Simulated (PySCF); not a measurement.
C4H9F.
Numbering: `[CH3:1][C:2]([CH3:3])([CH3:4])[F:5]` (hydrogens: H6, H7, H8 on C1; H9, H10, H11 on C3; H12, H13, H14 on C4)

Method used: TDDFT wB97X-D/def2-SVPD, vertical, gas phase, core orbitals frozen in the response in PySCF 2.14.0, density-fitted response routines. Geometry: GFN2-xTB; no solvent, vibrations or thermal averaging.

Broadening: Gaussians 0.3 eV wide at half height, area fixed by f = 4.319×10⁻⁹ ∫ε dν̃. The cross-section is σ = 3.8235×10⁻²¹ ε cm², given in Mb (10⁻¹⁸ cm²). The width is an assumption, not a result. The curve ends short of the highest state used, and states not computed would add to its high-energy end.

```tsv
λ (nm)	σ (Mb)
126.2	0.43
126.6	0.20
126.9	0.11
127.3	0.05
127.6	0.04
128.0	0.05
128.4	0.09
128.7	0.17
129.1	0.35
129.4	0.59
129.8	1.12
130.1	1.74
130.5	3.01
130.8	4.36
131.2	6.83
131.6	10.14
131.9	13.17
132.3	17.83
132.6	21.65
133.0	26.82
133.3	30.48
133.7	34.64
134.0	36.95
134.4	38.63
134.8	38.55
135.1	37.35
135.5	34.42
135.8	31.45
136.2	26.84
136.5	23.16
136.9	18.34
137.2	14.98
137.6	11.03
138.0	7.81
138.3	5.87
138.7	3.87
139.0	2.77
139.4	1.71
139.7	1.16
140.1	0.67
140.4	0.44
140.8	0.24
141.2	0.12
141.5	0.07
```

Question: Where are the band maxima, and which computed states make them?

Answer: 135 nm (9.21 eV), ε about 10000, made up of S1 (50%) and S2 (50%) (ε in L mol⁻¹ cm⁻¹; maxima over ε = 5, shares over 10%). At its high-energy end, 9.82 eV, the curve is still rising (ε about 100, from S3 and S4). The states used: S1 9.21 eV (f 0.056); S2 9.21 eV (f 0.057); S3 10.21 eV (f 0.061); S4 10.21 eV (f 0.061); S5 10.29 eV (f 0.0000); S6 10.42 eV (f 0.015); S7 10.42 eV (f 0.015).

Question: What would ε be at 9.21 eV, the highest of these maxima, with half the width (0.15 eV)?

Answer: About 20300 L mol⁻¹ cm⁻¹ against 10200, a factor of about 2.00; a lone state at its own centre would give exactly 2.

Question: Coming from long wavelengths, where does ε first pass 100 L mol⁻¹ cm⁻¹?

Answer: At about 140 nm (8.83 eV), 0.39 eV below S1.

Question: Does any computed singlet lie in the visible range?

Answer: No computed singlet lies in the visible range (380 to 750 nm); the lowest, at 135 nm, stands 5.95 eV above its violet end (3.26 eV).
